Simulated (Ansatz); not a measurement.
Si(SiH3)2H2 (Si3H8). The state is a singlet with charge 0. Geometry relaxed at PBE0-D4/def2-SVP.

Cartesian coordinates in Å:
```
Si 0.100 0.719 -0.675
Si 1.274 0.593 1.351
H 0.307 0.602 2.492
H 2.216 1.744 1.505
H 2.055 -0.682 1.398
Si -1.348 -1.116 -0.859
H -2.311 -1.112 0.286
H -0.556 -2.384 -0.811
H -2.117 -1.073 -2.140
H 1.067 0.716 -1.820
H -0.686 1.993 -0.726
```

Problem. Estimate the harmonic wavenumbers at RKS PBE0-D4/def2-SVP (Ansatz, unscaled). Is this a minimum?

Solution. 95, 96, 107, 311, 393, 416, 431, 466, 563, 589, 703, 703, 860, 873, 910, 932, 934, 936, 940, 2208, 2216, 2218, 2222, 2228, 2232, 2233, 2234 cm⁻¹. Yes, no mode is imaginary beyond noise. Zero-point energy 173.8 kJ/mol. It took 47 s on 4 threads of Arm Neoverse V1 on a shared host.
